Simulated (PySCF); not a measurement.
Species: CF2 (triplet state).
Structure used (PBE0-D3(BJ)/def2-SVP), in Å, numbered top down from 1:
```xyz
3
CF2 angstrom
F     -1.1227   -0.2257   -0.0071
C      0.0053    0.4340   -0.0208
F      1.1403   -0.2134    0.0027
```

As a line formula: `F[C]F` [triplet].

Level of theory: PySCF, UKS B3LYP, IGLO-III on C F, non-relativistic, mean-field spin-orbit, GIAO. Geometry: PBE0-D3(BJ)/def2-SVP; no solvent, vibrations or thermal averaging. This triplet need not be the ground state; the singlet was not compared here.

Principal values of hyperfine tensors in MHz (contact and dipolar terms together), for some of the nuclei:

```json
{"atom": "C2", "isotope": "13C", "A1": "554.21", "A2": "624.41", "A3": "705.71", "alike by the symmetry of this geometry": "none"}
{"atom": "F3", "isotope": "19F", "A1": "56.19", "A2": "400.78", "A3": "421.33", "alike by the symmetry of this geometry": "F1"}
```

(1) Split each tensor into its isotropic and traceless parts, and turn a_iso into mT with g = 2.0027.

(2) What spin density at the nucleus of F3 lies behind its contact coupling (g_N = 5.25774)?

(3) Which nucleus of the table has the largest anisotropic coupling, and what is its form?

## Answers

(1) a_iso is a third of the trace, T = A − a_iso, and a(mT) = a(MHz)/(g × 13.996).

```json
{"atom": "C2", "a_iso (MHz)": "628.11", "a_iso (mT)": "22.408", "T1": "-73.90", "T2": "-3.70", "T3": "77.60"}
{"atom": "F3", "a_iso (MHz)": "292.77", "a_iso (mT)": "10.445", "T1": "-236.58", "T2": "108.02", "T3": "128.56"}
```

(2) a_FC = (2μ0/3) gₑ μB g_N μN ρ(0)/(2S·h) = 800.24 MHz × g_N × ρ(0)/(2S), with ρ in bohr⁻³. With a_FC = 292.77 MHz and 2S = 2, ρ(0) = 0.1392 bohr⁻³.

(3) F3: -236.6, 108.0, 128.6 MHz, rhombic: the two smaller values differ by 9 % of the largest.
